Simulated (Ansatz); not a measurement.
# H₂O (triplet): wave-function methods side by side at distance H1–H2 along a hydrogen transfer = 0.976 Å, 6-31G

How much of the correlation energy of H₂O (triplet) does each wave-function method recover here?

Computed with Ansatz 0.2.0, Gaussian basis. Level: 6-31G, core rule «outside noble gas», up to 1 orbitals frozen.

To be run: UHF; CCSD(T) on ROHF; CCSD(T) on UHF; BCCD(T) on ROHF; CISD; CCSDT(Q) on ROHF; CCSDT(Q) on UHF; CISDTQ; CCSDTQ on ROHF; CCSDTQ on UHF; CASSCF and MRCISD+Q, 4 electrons in 4 orbitals; CASSCF and NEVPT2, 4 electrons in 4 orbitals; CASSCF and MRCISD+Q, 8 electrons in 6 orbitals; CASSCF and NEVPT2, 8 electrons in 6 orbitals; Full CI; Full CI in the symmetry of the determinant.

7 further runs of the same task are left out: 1 for a mislabelled method, 6 that didn't finish.

**1. What is computed**

The geometry derives from fragments relaxed apart (PBE0/def2-TZVP) and kept rigid, so it is no stationary point. A hydrogen atom is moved between rigid fragments.

3 atoms, charge 0, spin multiplicity 3.

Atoms are counted from 1 here; the program's logs count them from 0.

Bond lengths: H2–O3 0.990 Å.

**2. UHF**

Input file in.yaml:

```yaml
crystal:
  periodic: [false, false, false]
  atoms:
    - {symbol: H, position_ang: [0.000000, 0.000000, -0.980667]}
    - {symbol: H, position_ang: [0.000000, 0.000000, -0.004667]}
    - {symbol: O, position_ang: [0.000000, 0.000000, 0.985333]}
basis:
  gaussian: {orbitals: 6-31G}
magnetization: {spin_polarized: true, initial_magnetization: 2}
hamiltonian: {xc: hf}
output: {orbitals: {seedname: orbitals}}
```

The run is started by

```
> ansatz run in.yaml --threads 1 --pin off --events-out ev --progress --plain --max-ram 2393MiB
```

Further steps of the session: CCSD(T) on ROHF; CCSD(T) on UHF; BCCD(T) on ROHF; CISD; CCSDT(Q) on ROHF; CCSDT(Q) on UHF; CISDTQ; CCSDTQ on ROHF; CCSDTQ on UHF; CASSCF and MRCISD+Q, 4 electrons in 4 orbitals; CASSCF and NEVPT2, 4 electrons in 4 orbitals; CASSCF and MRCISD+Q, 8 electrons in 6 orbitals; CASSCF and NEVPT2, 8 electrons in 6 orbitals; Full CI; Full CI in the symmetry of the determinant.

**Question.** What will the summary of the whole plan be? Wanted: FCI below the RHF energy; RMP2 from FCI; UMP2 from FCI; RCCSD from FCI; RCCSD(T) from FCI; UCCSD(T) from FCI; RCCSDT(Q) from FCI; UCCSDT(Q) from FCI; NEVPT2 pair from FCI.

**Answer**, as computed:

| quantity | value |
| --- | --- |
| FCI below the RHF energy | -3.0004 eV |
| RMP2 from FCI | +346.9 meV |
| UMP2 from FCI | +355.3 meV |
| RCCSD from FCI | +32.5 meV |
| RCCSD(T) from FCI | +11.0 meV |
| UCCSD(T) from FCI | +9.2 meV |
| RCCSDT(Q) from FCI | +0.4 meV |
| UCCSDT(Q) from FCI | 0.0 meV |
| NEVPT2 pair from FCI | +238.0 meV |
| MRCISD+Q pair from FCI | +27.0 meV |
| NEVPT2 valence from FCI | +396.0 meV |
| levels within 1 kcal/mol (43 meV) | RCCSD, UCCSD, RCCSD(T), UCCSD(T), BCCD(T), RCCSDT, UCCSDT, CISDTQ, RCCSDT(Q), UCCSDT(Q), RCCSDTQ, UCCSDTQ, MRCISD+Q pair, MRCISD+Q valence |
| T1 diagnostic | 0.024 |
| effectively unpaired electrons | 2.01 |

RCCSD(T) lands +11.0 meV from the yardstick (0.4 % of the correlation energy). One determinant dominates. Of the multireference levels listed MRCISD+Q valence comes nearest in total energy (+23.6 meV), which doesn't show that its space is the better one. These misses are within one basis, not against nature; the frozen cores of restricted and unrestricted runs differ, which can shift their rows.
